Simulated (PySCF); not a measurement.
**Cluster of ammonium and hydrogen chloride (H5NCl(+))**

Made of ammonium and hydrogen chloride. The whole: charge +1, singlet.

Parts: 1 = ammonium ([NH4+]), atoms 1–5, charge +1; 2 = hydrogen chloride (Cl), atoms 6–7.

Coordinates in Å:
```
N1      0.0767    0.1602    0.0369
H2      0.3052    0.7086   -0.7946
H3      0.9391   -0.1977    0.4521
H4     -0.5420   -0.6378   -0.2271
H5     -0.4032    0.7579    0.7124
Cl6    -1.7888   -2.2659   -0.9348
H7     -2.2349   -2.8182    0.1376
```

In these coordinates H4···Cl6 is 2.169 Å. Part 2 is then moved rigidly along that line, all else held; at short range other atoms may come into contact.

The starting structure comes from a short search with a few starts; no frequency run checks that it is a minimum, and another way of binding may lie lower.

These are computed values: CCSD(T)/aug-cc-pVDZ and MP2/aug-cc-pVTZ, aug-cc-pVQZ counterpoise interaction energy, frozen core, gas phase (PySCF). The geometry comes from PBE0-D3(BJ)/def2-TZVPD.

Counterpoise energies in kcal/mol, cluster less the parts frozen as they stand in it; small is aug-cc-pVDZ, large aug-cc-pVQZ. Estimated limit: HF in aug-cc-pVQZ, MP2 correlation extrapolated as X⁻³ from aug-cc-pVTZ and aug-cc-pVQZ, and CCSD(T) less MP2 in aug-cc-pVDZ; it isn't the exact limit.

```tsv
H4···Cl6 (Å)	HF large	MP2 large	SCS-MP2 large	CCSD(T) small	CCSD(T) limit est.
1.952	-3.05	-7.22	-6.19	-5.17	-6.97
2.061	-4.90	-8.33	-7.47	-6.65	-8.14
2.169	-5.93	-8.73	-8.02	-7.38	-8.59
2.277	-6.40	-8.69	-8.11	-7.62	-8.59
2.386	-6.51	-8.39	-7.90	-7.55	-8.31
2.711	?	?	?	?	?
3.253	-4.05	-4.40	-4.28	-4.32	-4.36
4.338	?	?	?	?	?
```

Task: Fill in the withheld rows.

Result: 
```json
{"H4···Cl6 (Å)": "2.711", "HF large": "-5.82", "MP2 large": "-6.83", "SCS-MP2 large": "-6.55", "CCSD(T) small": "-6.47", "CCSD(T) limit est.": "-6.78"}
{"H4···Cl6 (Å)": "4.338", "HF large": "-1.99", "MP2 large": "-2.02", "SCS-MP2 large": "-1.99", "CCSD(T) small": "-1.99", "CCSD(T) limit est.": "-1.99"}
```
